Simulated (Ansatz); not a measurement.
Reaction (SMILES): [O+]#[Si-] (O-Si) → OSi+ (doublet, bonded as [O+]#[Si-]) + e-
B3LYP-D3(BJ)/def2-TZVP geometries, fixed; electronic energies without zero-point terms.
Largest species:
```xyz
2

Si     0.0000     0.0000    -0.5502
O      0.0000     0.0000     0.9629
```

Basis-set convergence of the adiabatic ionisation energy at PBE with Ansatz (a quantum-chemistry and plane-wave program). Cartesian d functions, on some or all atoms, in 6-31+G*, 6-311+G**; all else is spherical. The program fits the integrals of some runs and decomposes those of others, by size. Open shells are unrestricted. No added dispersion term, no relativity. Functions are those of the species that has most. Reference: the value in aug-cc-pV(5+d)Z, 11.292 eV, itself unsure by roughly 0.001 eV (its mean distance from pcseg-4, aug-pcseg-3, aug-cc-pV(Q+d)Z). Deviations are taken from unrounded values.

```csv
basis,functions,adiabatic ionisation energy (eV),minus reference (eV)
def2-SVP,32,11.203,-0.088
cc-pV(D+d)Z,37,11.199,-0.093
6-31+G*,42,11.350,0.058
6-311+G**,53,11.354,0.063
"6-311++G(2d,2p)",62,11.350,0.058
def2-TZVP,68,11.269,-0.022
cc-pV(T+d)Z,69,11.256,-0.036
def2-TZVPP,73,11.269,-0.022
"6-311++G(3df,3pd)",86,11.311,0.019
cc-pV(Q+d)Z,119,11.279,-0.013
def2-QZVPP,127,11.285,-0.006
cc-pV(5+d)Z,191,11.287,-0.004
```

The smallest set listed that lies within 0.05 eV of the reference with all its larger relatives (same family, alike in diffuse functions; a set with none counts only in the reference's own line) is def2-TZVP (68 functions, -0.022 eV off). Inside, with no larger relative to test it: 6-311++G(3df,3pd).
